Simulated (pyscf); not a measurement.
HO–Bi•–OH + H₂O -> HO–Bi(OH)–OH + H•, a substitution at O (doublet surface; H–O broken, Bi–O formed). Structures and frequencies: ωB97X-D3(BJ)/def2-SVP in PySCF. Energies in kcal/mol from the separated reactants.

Small-basis levels: PySCF, no dispersion term, spherical d functions. AM1 to PM7: differences of heats of formation from MOPAC, which are fitted to 298 K values and so differ in kind from electronic energies by zero-point and thermal terms. GFN2-xTB: tblite. Open shells are spin-unrestricted. 

| level | barrier | reaction energy |
|---|---|---|
| HF/6-31G*+LANL2DZ | 55.0 | +32.0 |
| MP2/6-31G*+LANL2DZ | 39.1 | +20.4 |
| SVWN5/6-31G*+LANL2DZ | 23.0 | +29.7 |
| BP86/6-31G*+LANL2DZ | ? | +32.6 |
| B3LYP/LANL2DZ | 33.7 | +32.3 |
| B3LYP/6-31G*+LANL2DZ | 36.3 | +32.8 |
| M06-2X/6-31G*+LANL2DZ | 37.2 | +27.1 |
| B3LYP/6-311+G**+LANL2DZ | 42.9 | +41.4 |
| B3LYP/def2-SVP | 40.7 | +40.3 |
| GFN2-xTB | 29.1 | +14.4 |
| PM3 | 66.0 | +81.7 |
| PM7 | 46.6 | +82.3 |
| ωB97M-D3(BJ)/def2-TZVP | ? | +38.8 |

### Question
Fill in the missing entries.

### Answer

- BP86/6-31G*+LANL2DZ, barrier: 31.5
- ωB97M-D3(BJ)/def2-TZVP, barrier: 47.2

Against the last row the barrier runs from -24.2 (SVWN5/6-31G*+LANL2DZ) to +18.8 kcal/mol (PM3). At SVWN5/6-31G*+LANL2DZ, BP86/6-31G*+LANL2DZ, PM3, PM7 this geometry lies under one side, so the entry may be no barrier of that level: it is a single point on another level's saddle. ωB97M-D3(BJ)/def2-TZVP has limits of its own. On the reactant side the descent ends in a bound adduct (not fully relaxed), 10.6 kcal/mol under the separated species and 55.3 kcal/mol under the saddle at ωB97X-D3(BJ)/def2-TZVP. At ωB97X-D3(BJ)/def2-TZVP the barrier from the zero used here is 44.7 kcal/mol. This is the saddle that the search found; another between the same sides may lie lower. The angle at the attacked O is 155°. In the def2 sets elements past Kr carry core potentials, without spin-orbit coupling.
